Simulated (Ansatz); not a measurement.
Worked example: ideal-gas entropy of NO2 (nitrogen dioxide)

A doublet with charge 0, relaxed at UPBE0-D4/def2-TZVP (Ansatz 0.2.0):

```xyz
3

O     0.2098   -1.0822    0.0006
N    -0.2655   -0.0091   -0.1459
O     0.0557    1.0913    0.1453
```

Harmonic wavenumbers in cm⁻¹: 782, 1443, 1783.

Masses in u: O 15.999, N 14.007. Take T = 298.15 K, p = 1 bar, R = 8.3145 J/(mol K), kT/hc = 207.22 cm⁻¹, rigid rotor and harmonic oscillator.

Problem. Work out S° at 298 K.

Solution. 
1. Translation (Sackur–Tetrode): S = R[3/2 ln M + 5/2 ln T − 1.1517] with M = 46.005 gives 156.6 J/(mol K).
2. Rotation: principal moments 2.014, 38.148, 40.162 u Å² give A, B, C = 8.3719, 0.4419, 0.4197 cm⁻¹; the symmetry number is σ = 2; q = (√π/σ)√((kT/hc)³/ABC) = 2122; S = R(ln q + 3/2) = 76.2.
3. Vibration: with u = ν̃/207.22, each mode gives R[u/(eᵘ − 1) − ln(1 − e⁻ᵘ)]; the sum is 1.0, most from 782 cm⁻¹ (0.9), 1443 cm⁻¹ (0.1).
4. Electronic: R ln 2 = 5.8, from the spin multiplicity alone.
5. Sum: 156.6 + 76.2 + 1.0 + 5.8 = 239.6 J/(mol K).

The tabulated value is 240.1 J/(mol K) (CRC Handbook of Chemistry and Physics): the model is off by -0.5.
